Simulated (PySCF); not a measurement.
C3H6N (doublet state).
Cartesian coordinates in Å at the GFN2-xTB level; atoms count from 1:
```
atom  x, y, z in Å
N1     1.446   -0.624    0.250
C2     0.472    0.234   -0.255
C3    -0.874   -0.174   -0.696
C4    -0.686    0.743    0.502
H5     1.897   -1.196   -0.451
H6     2.107   -0.180    0.872
H7    -1.211   -1.190   -0.520
H8    -1.280    0.262   -1.598
H9    -0.968    1.780    0.385
H10   -0.894    0.351    1.491
```

The hyperfine couplings belong to this conformer and change with its torsions.

Identity: `N[C]1CC1` [radical].

The calculation used PySCF, UKS B3LYP, pcH-1 on C H N, non-relativistic, mean-field spin-orbit, GIAO. One conformer (not necessarily the lowest) at the GFN2-xTB geometry, without solvent, vibrations or thermal averaging. Couplings are sensitive to structure, and on GFN2-xTB geometries they can be far from those on DFT ones. The SCF solution wasn't tested for stability.

(1) Give the principal g shifts and their parts.

(2) What effective moment and Curie constant follow for a powder?

(3) At 9.378 GHz, how far is the centre of the isotropic spectrum from where a free electron (g = 2.002319) resonates?

(4) In a frozen sample, at which fields do the three g values resonate at 9.5, 34, 94 and 263 GHz (hyperfine left aside), and which band first spreads them over more than twice a line width of 0.5 mT?

## Answers

(1) 
```json
{"Δg (ppm)": "relativistic mass correction", "1": "-174", "2": "-174", "3": "-174"}
{"Δg (ppm)": "gauge correction", "1": "13", "2": "18", "3": "13"}
{"Δg (ppm)": "orbital Zeeman/spin–orbit", "1": "-60", "2": "966", "3": "982"}
{"Δg (ppm)": "total", "1": "-222", "2": "810", "3": "820"}
```

So g = 2.00210, 2.00313, 2.00314 and g_iso = 2.00279; the tensor is close to axial: the two nearest values differ by under 1 % of g3 − g1. 

(2) With the mean of g² = 4.0112 and S(S+1) = 0.75: μ_eff = √(⟨g²⟩S(S+1)) = 1.734 μB and χT = 0.12505·⟨g²⟩·S(S+1) = 0.376 cm³ K/mol (cgs; spin-Hamiltonian part alone).

(3) B = hν/(g μB) with μB/h = 13.99624 MHz/mT gives 334.63 mT for the free electron and 334.55 mT at g_iso, 0.08 mT lower.

(4) 
| band | GHz | B(g3) mT | B(g2) mT | B(g1) mT | spread mT |
| --- | --- | --- | --- | --- | --- |
| X | 9.5 | 338.84 | 338.85 | 339.02 | 0.18 |
| Q | 34.0 | 1212.71 | 1212.71 | 1213.34 | 0.63 |
| W | 94.0 | 3352.78 | 3352.80 | 3354.53 | 1.75 |
| J | 263.0 | 9380.65 | 9380.70 | 9385.54 | 4.88 |

The spread grows in proportion to the frequency. W band is the first where it exceeds 1.0 mT.

The largest Mulliken spin populations are on C2 (+0.75) and N1 (+0.18). The angles at C2 add up to 312.4°, so it is pyramidal.

The HOMO–LUMO gaps are 5.73 eV among the α and 6.84 eV among the β orbitals.
